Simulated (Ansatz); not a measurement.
# AlH₃S: one species, many methods

One table from this session's results is given with a row withheld; the runs are named, their logs left out.

Method: functionals in def2-TZVPP, the program's frozen cores in correlated methods; program: Ansatz 0.2.0, Gaussian basis.

The runs, in order: LDA (SPW92), PBE-D4, revPBE-D4, BLYP-D4, r2SCAN-D4, B97M-V, PBE0-D4, B3LYP-D4, r2SCANh-D4, r2SCAN0-D4, HSE06-D4, BHLYP-D4, CAM-B3LYP-D4, LC-ωPBE, ωB97X-V, ωB97M-V, B2PLYP, PBE-QIDH; CCSD(T)/def2-SVP; CCSD(T)/def2-TZVPP; CCSD(T)/def2-QZVPP; extrapolation to the limit; RPA on PBE.

### The geometry

The geometry comes from an earlier relaxation with PBE0-D4 in a triple-zeta def2 set; it is a stationary point.

SMILES `[AlH2][SH]`, 5 atoms, charge 0, spin multiplicity 1.

Atoms are counted from 1 here; the program's logs count them from 0.

Bond lengths: Al1–S2 2.181 Å, Al1–H3 1.579 Å, Al1–H4 1.581 Å, S2–H5 1.344 Å. Angles: S2–Al1–H3 116.5°, S2–Al1–H4 118.9°, H3–Al1–H4 124.6°, Al1–S2–H5 93.7°.

The first run:

File in.yaml:

```yaml
crystal:
  periodic: [false, false, false]
  atoms:
    - {symbol: Al, position_ang: [-0.616069, -0.064236, -0.181718]}
    - {symbol: S, position_ang: [1.129094, -0.343068, 1.096562]}
    - {symbol: H, position_ang: [-1.981651, -0.650101, 0.351130]}
    - {symbol: H, position_ang: [-0.441078, 0.696002, -1.556429]}
    - {symbol: H, position_ang: [1.959705, 0.287803, 0.248953]}
basis:
  gaussian: {orbitals: def2-TZVPP}
hamiltonian: {xc: lda}
output: {orbitals: {seedname: orbitals}}
```

Steps of the session up to this table: LDA; PBE-D4 (GGA); revPBE-D4 (GGA); BLYP-D4 (GGA); r2SCAN-D4 (meta-GGA); B97M-V (meta-GGA); PBE0-D4 (hybrid); B3LYP-D4 (hybrid); r2SCANh-D4 (hybrid); r2SCAN0-D4 (hybrid); HSE06-D4 (hybrid); BHLYP-D4 (hybrid); CAM-B3LYP-D4 (range-separated); LC-ωPBE-D4 (range-separated; the results give it without D4); ωB97X-V (range-separated); ωB97M-V (range-separated); B2PLYP (double hybrid); PBE-QIDH (double hybrid).

One table of the session follows, with a row left open; its other results are not shown here.

It belongs to the step «Frontier levels by functional». 

| functional | HOMO (eV) | LUMO (eV) | gap (eV) |
| --- | --- | --- | --- |
| LDA (SPW92) | -6.83 | -2.39 | 4.44 |
| PBE-D4 | -6.70 | -2.16 | 4.54 |
| revPBE-D4 | -6.65 | -2.06 | 4.59 |
| BLYP-D4 | ? | ? | ? |
| r2SCAN-D4 | -6.97 | -1.84 | 5.14 |
| B97M-V | -7.05 | -2.04 | 5.02 |
| PBE0-D4 | -7.86 | -1.41 | 6.45 |
| B3LYP-D4 | -7.60 | -1.61 | 5.99 |
| r2SCANh-D4 | -7.40 | -1.58 | 5.82 |
| r2SCAN0-D4 | -8.04 | -1.22 | 6.83 |
| HSE06-D4 | -7.46 | -1.78 | 5.68 |
| BHLYP-D4 | -8.86 | -0.64 | 8.22 |
| CAM-B3LYP-D4 | -9.15 | -0.49 | 8.66 |
| LC-ωPBE | -10.58 | 0.57 | 11.15 |
| ωB97X-V | -10.20 | 0.48 | 10.68 |
| ωB97M-V | -10.04 | 0.22 | 10.26 |

Estimate the missing values for BLYP-D4.

Worked estimate for «HOMO (eV)». Against the share of exact exchange, B3LYP-D4 (0.2, -7.60), BHLYP-D4 (0.5, -8.86) give a slope of -4.20 per unit share; at 0 the line stands at -6.76.

The run gave: HOMO (eV): -6.51; LUMO (eV): -2.03; gap (eV): 4.47. In «HOMO (eV)» the line misses by -0.25.
